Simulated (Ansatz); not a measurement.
# CH₇NSi: how energies converge with the basis set

The task here is to estimate one member of a computed series from the others.

Computed with Ansatz 0.2.0, Gaussian basis. Level: one geometry, several basis sets.

The runs, in order: PBE0-D4/def2-SVP; ωB97M-V/def2-SVP; PBE0-D4/def2-QZVPP; ωB97M-V/def2-QZVPP; the functionals' def2-TZVPP values are taken from earlier runs.

**The relaxed structure**

An earlier PBE0-D4 in a triple-zeta def2 set relaxation fixed the geometry.

SMILES `CN[SiH3]`, 10 atoms, charge 0, spin multiplicity 1.

Atoms are counted from 1 here; the program's logs count them from 0.

Bond lengths: C1–N2 1.447 Å, C1–H4 1.094 Å, C1–H5 1.093 Å, C1–H6 1.098 Å, N2–Si3 1.716 Å, N2–H7 1.007 Å, Si3–H8 1.488 Å, Si3–H9 1.496 Å, Si3–H10 1.486 Å. Angles: N2–C1–H4 110.9°, N2–C1–H5 109.5°, N2–C1–H6 113.8°, H4–C1–H5 107.0°, H4–C1–H6 108.0°, H5–C1–H6 107.4°, C1–N2–Si3 123.0°, C1–N2–H7 113.7°, Si3–N2–H7 117.6°, N2–Si3–H8 108.6°, N2–Si3–H9 115.3°, N2–Si3–H10 107.4°, H8–Si3–H9 106.6°, H8–Si3–H10 110.9°, H9–Si3–H10 108.0°.

Set-up of the first run:

The input, in.yaml:

```yaml
crystal:
  periodic: [false, false, false]
  atoms:
    - {symbol: C, position_ang: [-1.074194, 0.550868, -0.686812]}
    - {symbol: N, position_ang: [0.328959, 0.241420, -0.516025]}
    - {symbol: Si, position_ang: [0.929409, -0.683071, 0.798775]}
    - {symbol: H, position_ang: [-1.308118, 0.733092, -1.739518]}
    - {symbol: H, position_ang: [-1.677622, -0.304007, -0.369392]}
    - {symbol: H, position_ang: [-1.409287, 1.422082, -0.108171]}
    - {symbol: H, position_ang: [0.946047, 0.922943, -0.927502]}
    - {symbol: H, position_ang: [0.210772, -1.985730, 0.830713]}
    - {symbol: H, position_ang: [0.753116, -0.063800, 2.148998]}
    - {symbol: H, position_ang: [2.383918, -0.885001, 0.571833]}
basis:
  gaussian: {orbitals: def2-SVP}
hamiltonian: {xc: pbe0, dispersion: d4}
output: {orbitals: {seedname: orbitals}}
```

Among the steps run: PBE0-D4 in def2-SVP; ωB97M-V in def2-SVP; PBE0-D4 in def2-QZVPP; ωB97M-V in def2-QZVPP.

One table of the session follows, with a row left open; its other results are not shown here.

It belongs to the step «Density functionals: the series». 

| functional | basis | HOMO (eV) | LUMO (eV) |
| --- | --- | --- | --- |
| PBE0-D4 | def2-SVP | -6.63 | 1.07 |
| PBE0-D4 | def2-TZVPP | ? | ? |
| PBE0-D4 | def2-QZVPP | -6.82 | 0.24 |
| ωB97M-V | def2-SVP | -8.95 | 2.87 |
| ωB97M-V | def2-TZVPP | -9.13 | 2.02 |
| ωB97M-V | def2-QZVPP | -9.16 | 1.51 |

Q: Estimate the row for PBE0-D4, def2-TZVPP from the others.

As computed: HOMO (eV): -6.79; LUMO (eV): 0.47. In the column «HOMO (eV)» it lies between PBE0-D4, def2-QZVPP (-6.82) and PBE0-D4, def2-SVP (-6.63).
